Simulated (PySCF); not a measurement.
# F2H2P2: core ionisation energies

Species: PF2PH2, F2H2P2.
Numbering: `[F:1][P:2]([F:3])[PH2:4]`

Cartesian coordinates in Å at the PBE0-D3(BJ)/def2-SVP level; atoms count from 1:
```
atom  x, y, z in Å
F1    -1.403   -0.975   -1.080
P2    -0.865    0.421   -0.475
F3    -1.764    0.481    0.864
P4     0.958   -0.428    0.507
H5     1.396    0.881    0.888
H6     1.683   -0.377   -0.727
```

Computed, not measured: delta-SCF UKS SCAN, pcX-2 on the ionised atom, pcseg-1 elsewhere, spin-free X2C (PySCF). Vertical ΔSCF values, vacuum level as zero.

List the computed XPS lines with their assignment.

```tsv
atom(s)	bonded to	level	binding energy (eV)	2p1/2 (eV)	above the level's lowest (eV)	count
F1/F3	P	F 1s	692.97	–	0.00	2
P2	2 F and P	P 1s	2153.57	–	+3.02	1
P4	2 H and P	P 2p3/2	137.03	137.92	0.00	1
P4	2 H and P	P 1s	2150.55	–	0.00	1
```

Lowest listed P 1s: P4, bonded to 2 H and P. Highest, 3.02 eV above it: P2, bonded to 2 F and P. Summing the Pauling electronegativity differences to the bonded atoms, each weighted by its formal bond order, gives +0.02 for the lowest site and +3.58 for the highest.

Which effective nuclear charge Zeff reproduces each element's mean 1s value in the hydrogen-like formula E = 13.606 eV × Zeff²?

F (Z = 9): mean 693.0 eV, Zeff = 7.14, Z − Zeff = 1.86; P (Z = 15): mean 2152.1 eV, Zeff = 12.58, Z − Zeff = 2.42. Means run over the listed sites, weighted by atom count.

The first atom of each set that the bonding makes equivalent was ionised and stands for the set. The list is incomplete; no value stands for P 2p of P2. Spin–orbit and ligand-field terms were added within each 2p shell after the spin-free SCF. 2p1/2 minus 2p3/2 (ligand field included): P 0.89 eV. Isolated species at its PBE0-D3(BJ)/def2-SVP geometry (one conformer only).
